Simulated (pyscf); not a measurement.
Single points on ωB97X-D3(BJ)/def2-SVP structures (PySCF, gas phase).

Task: Estimate by transition-state theory the rate constant of H₃Si–O–AsH₂ + H atom (H•) -> •H₂Si–O–AsH₂ + hydrogen (H₂) (doublet surface; H–Si broken, H–H formed) at 600 K, with ωB97M-D3(BJ)/def2-TZVP energies (ideal gas, 1 atm, RRHO with modes under 100 cm⁻¹ raised to 100, one conformer, R ln 2 for rigid chiral ones; no tunnelling).

Result: The electronic barrier is 6.2 kcal/mol and the thermal terms add +10.8, so ΔG‡ = 17.0 kcal/mol. With k_BT/h = 1.25e+13 s⁻¹ and RT = 1.192 kcal/mol, and a volume of 8.18e-20 cm³ per molecule at 1 atm, k = 6.5e-13 cm³ molecule⁻¹ s⁻¹. Wigner's tunnelling factor for 967i cm⁻¹ would be 1.22. A shift of 1 kcal/mol in the barrier changes k by a factor 2.3. H₃Si–O–AsH₂ lies 10.7 kcal/mol over its isomer HO–SiH₂–AsH₂, and others may lie lower still (electronic energy, ωB97M-D3(BJ)). •H₂Si–O–AsH₂ lies 24.8 kcal/mol over its isomer H₃Si–O–AsH•, and others may lie lower still (electronic energy, ωB97M-D3(BJ)). One saddle was located; it need not be the lowest between these sides. The angle at the transferred H is 175°. Elements up to Kr have no core potential and no relativistic terms here.
